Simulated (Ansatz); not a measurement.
Input for Ansatz (an electronic-structure program): R-B3LYP-D3(BJ)/def2-TZVP on ethanethiol (SMILES CCS).

Ansatz 0.2 input:
```yaml
crystal:
  periodic: [false, false, false]
  atoms:
    - {symbol: C, position_ang: [-0.87237602, 0.35006735, -0.16163756]}
    - {symbol: C, position_ang: [0.21931144, -0.65044998, 0.16092269]}
    - {symbol: S, position_ang: [1.86475873, -0.08494155, -0.40448385]}
    - {symbol: H, position_ang: [-1.83998663, -0.05075743, 0.13546943]}
    - {symbol: H, position_ang: [-0.89381732, 0.55747027, -1.22867267]}
    - {symbol: H, position_ang: [-0.70731753, 1.28609322, 0.36996033]}
    - {symbol: H, position_ang: [0.05910572, -1.59155291, -0.36424214]}
    - {symbol: H, position_ang: [0.28365985, -0.84667822, 1.23132979]}
    - {symbol: H, position_ang: [1.88666176, 1.03074925, 0.32216332]}
basis:
  gaussian:
    orbitals: def2-TZVP
hamiltonian:
  xc: b3lyp
  dispersion: d3bj
relax: {f_tol: 0.003, max_steps: 120}
scf: {lower_state_search: off}
```

Program output:

```
WARN ansatz: RAYON_NUM_THREADS=1 ignored (pool sized by the plan → 1); use --threads N
Functional definition: B3LYP
these checks for a lower state are left out or cut short: stability, starts, cluster_reference, orbital_swaps, neighbouring_geometries, increment
integrals: 0.05 GiB planned
895 factors; their error is unknown
mean field: 0.46 GiB planned
mean field evaluation 1: about -13001.4514 eV, gradient 5.8e1 eV
mean field evaluation 2: about -12993.9947 eV, gradient 7.6e1 eV
mean field evaluation 4: about -13009.1851 eV, gradient 3.9e0 eV
mean field evaluation 8: about -13009.2173 eV, gradient 3.8e-2 eV
mean field evaluation 16: about -13009.2176 eV, gradient 4.9e-3 eV
mean field -13009.21763515 eV, -478.0799301274 hartree, gradient 8.1e-6 eV, S^2 0.000000; 0 other end points of the search recorded, 0 dependent functions left out
the calculation of the forces begins
reference -13009.21787268 eV, -478.0799388563 hartree; 17, 17 occupied and 118, 118 virtual orbitals, 895 factors
relax step   1: F+E_penalty+E_count = -13009.49516578 eV  Δ(F+E_penalty+E_count) = +0.000e0 eV  max|allowed force component| = 3.082e-1 eV/Å  Δτ_max = 0.0000 Å  (17 SCF iters, accepted)
these checks for a lower state are left out or cut short: stability, starts, cluster_reference, orbital_swaps, neighbouring_geometries, increment
integrals: 0.05 GiB planned
895 factors; their error is unknown
mean field: 0.46 GiB planned
mean field -13009.23026367 eV, -478.0803942169 hartree, gradient 2.2e-6 eV, S^2 0.000000; 0 other end points of the search recorded, 0 dependent functions left out
the calculation of the forces begins
reference -13009.23050255 eV, -478.0804029954 hartree; 17, 17 occupied and 118, 118 virtual orbitals, 895 factors
relax step   2: F+E_penalty+E_count = -13009.50541938 eV  Δ(F+E_penalty+E_count) = -1.025e-2 eV  max|allowed force component| = 1.052e-1 eV/Å  Δτ_max = 0.0555 Å  (19 SCF iters, accepted)
these checks for a lower state are left out or cut short: stability, starts, cluster_reference, orbital_swaps, neighbouring_geometries, increment
integrals: 0.05 GiB planned
895 factors; their error is unknown
mean field: 0.46 GiB planned
mean field evaluation 32: about -13009.2313 eV, gradient 1.7e-4 eV
mean field -13009.23125740 eV, -478.0804307358 hartree, gradient 2.1e-6 eV, S^2 0.000000; 0 other end points of the search recorded, 0 dependent functions left out
the calculation of the forces begins
reference -13009.23149668 eV, -478.0804395291 hartree; 17, 17 occupied and 118, 118 virtual orbitals, 895 factors
relax step   3: F+E_penalty+E_count = -13009.50630426 eV  Δ(F+E_penalty+E_count) = -8.849e-4 eV  max|allowed force component| = 3.513e-2 eV/Å  Δτ_max = 0.0125 Å  (21 SCF iters, accepted)
these checks for a lower state are left out or cut short: stability, starts, cluster_reference, orbital_swaps, neighbouring_geometries, increment
integrals: 0.05 GiB planned
895 factors; their error is unknown
mean field: 0.46 GiB planned
mean field -13009.23130672 eV, -478.0804325481 hartree, gradient 2.1e-6 eV, S^2 0.000000; 0 other end points of the search recorded, 0 dependent functions left out
the calculation of the forces begins
reference -13009.23154610 eV, -478.0804413453 hartree; 17, 17 occupied and 118, 118 virtual orbitals, 895 factors
relax step   4: F+E_penalty+E_count = -13009.50638615 eV  Δ(F+E_penalty+E_count) = -8.189e-5 eV  max|allowed force component| = 1.983e-2 eV/Å  Δτ_max = 0.0074 Å  (21 SCF iters, accepted)
these checks for a lower state are left out or cut short: stability, starts, cluster_reference, orbital_swaps, neighbouring_geometries, increment
integrals: 0.05 GiB planned
895 factors; their error is unknown
mean field: 0.46 GiB planned
mean field -13009.23131859 eV, -478.0804329843 hartree, gradient 2.1e-6 eV, S^2 0.000000; 0 other end points of the search recorded, 0 dependent functions left out
the calculation of the forces begins
reference -13009.23155800 eV, -478.0804417826 hartree; 17, 17 occupied and 118, 118 virtual orbitals, 895 factors
relax step   5: F+E_penalty+E_count = -13009.50641812 eV  Δ(F+E_penalty+E_count) = -3.197e-5 eV  max|allowed force component| = 2.129e-3 eV/Å  Δτ_max = 0.0049 Å  (21 SCF iters, accepted)
Total energy: -13009.50665753 eV, -478.0905515039 hartree
Atom 0 at    -0.888431     0.347077    -0.165716 Å, force     0.001270     0.000367    -0.000825 eV/Å
Atom 1 at     0.229072    -0.633020     0.154564 Å, force     0.000280     0.001824     0.002129 eV/Å
Atom 2 at     1.883723    -0.089956    -0.406509 Å, force    -0.000881     0.000454    -0.000908 eV/Å
Atom 3 at    -1.853016    -0.056207     0.153955 Å, force    -0.000378    -0.000846    -0.000018 eV/Å
Atom 4 at    -0.935015     0.549783    -1.235912 Å, force    -0.000012    -0.000547     0.000581 eV/Å
Atom 5 at    -0.735055     1.296939     0.349607 Å, force    -0.000071     0.000242    -0.000417 eV/Å
Atom 6 at     0.073621    -1.581592    -0.361445 Å, force     0.000283     0.000314    -0.000937 eV/Å
Atom 7 at     0.273226    -0.851068     1.221451 Å, force    -0.000543    -0.000590     0.000377 eV/Å
Atom 8 at     1.951875     1.018043     0.350814 Å, force     0.000051    -0.001219     0.000017 eV/Å
Dipole moment:    -0.292276     0.035794     0.172518 e Å
Checks for a lower state left out: stability, starts, cluster_reference, orbital_swaps, neighbouring_geometries, increment
```

Self-consistency was reached.

Cost: around 5 core-seconds (rough).
